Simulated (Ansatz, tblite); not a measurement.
# The cluster Cs2Cl2: charged states by level of theory

An exercise on one series of results from a longer session: the logs are not shown, and one member is left open.

Computed with Ansatz 0.2.0, Gaussian basis. Level: as each input shows.

Levels to be run: charge +1 doublet, at the geometry of the singlet (PBE0-D4/def2-TZVP, PBE-D4/def2-TZVP, r2SCAN-D4/def2-TZVP, CCSD(T)/def2-TZVPP); charge +1 doublet, relaxed (PBE0-D4/def2-TZVP, PBE-D4/def2-TZVP); charge -1 doublet, at the geometry of the singlet (PBE0-D4/def2-TZVPD, PBE-D4/def2-TZVPD, r2SCAN-D4/def2-TZVPD); the starting singlet's energies come from earlier runs.

1 further run of the same task is left out (set aside as unsound or not needed). Runs told in other sessions of the task aren't counted.

## The relaxed structure

The singlet was relaxed beforehand with PBE-D4/def2-TZVP. At that level it is the lowest of the isomers that a small search found.

4 atoms, charge 0, spin multiplicity 1.

Atoms are counted from 1 here; the program's logs count them from 0.

Bond lengths: Cs1–Cl3 3.164 Å, Cs1–Cl4 3.164 Å, Cs2–Cl3 3.164 Å, Cs2–Cl4 3.164 Å. Angles: Cl3–Cs1–Cl4 86.5°, Cl3–Cs2–Cl4 86.5°, Cs1–Cl3–Cs2 93.5°, Cs1–Cl4–Cs2 93.5°.

Geometry (Å):

```xyz
4

Cs   -0.8693   -1.8377    1.0847
Cs    0.8692    1.8378   -1.0847
Cl   -1.1688   -0.4866   -1.7608
Cl    1.1689    0.4865    1.7607
```

Cs takes a core potential in the def2 sets. No spin-orbit coupling is included.

Set-up of the first run:

Contents of in.yaml:

```yaml
crystal:
  periodic: [false, false, false]
  atoms:
    - {symbol: Cs, position_ang: [-0.869289, -1.837740, 1.084710]}
    - {symbol: Cs, position_ang: [0.869204, 1.837808, -1.084669]}
    - {symbol: Cl, position_ang: [-1.168848, -0.486560, -1.760781]}
    - {symbol: Cl, position_ang: [1.168942, 0.486492, 1.760740]}
basis:
  gaussian: {orbitals: def2-SVP}
total_charge: 1
magnetization: {spin_polarized: true, initial_magnetization: 1}
hamiltonian: {xc: pbe0, dispersion: d4}
output: {orbitals: {seedname: orbitals}}
```

Run with:

```
$ ansatz run in.yaml --threads 4 --pin off --events-out ev --progress --plain --max-ram 3916MiB
```

Among the steps run: Charge +1 doublet at the fixed geometry, first pass, PBE0-D4/def2-SVP; Charge +1 doublet at the fixed geometry, PBE0-D4/def2-TZVP; Charge +1 doublet at the fixed geometry, PBE-D4/def2-TZVP; Charge +1 doublet at the fixed geometry, r2SCAN-D4/def2-TZVP; Charge +1 doublet at the fixed geometry, CCSD(T)/def2-TZVPP.

One table of the session follows, with a row left open; its other results are not shown here.

It belongs to the step «Vertical ionisation energy». 

```
             method  vertical ionisation energy (eV)
      HF/def2-TZVPP                             7.77
   PBE-D4/def2-TZVP                             7.96
r2SCAN-D4/def2-TZVP                                ?
  PBE0-D4/def2-TZVP                             8.38
     MP2/def2-TZVPP                             8.93
    CCSD/def2-TZVPP                             8.71
 CCSD(T)/def2-TZVPP                             8.77
```

Q: Estimate the row for r2SCAN-D4/def2-TZVP from the others.

**Answer.** vertical ionisation energy (eV): 8.15. In the column «vertical ionisation energy (eV)» it lies between PBE-D4/def2-TZVP (7.96) and PBE0-D4/def2-TZVP (8.38).

Caveats from the session: The anion's highest level is positive in at least one run, so there the basis alone may hold the extra electron.
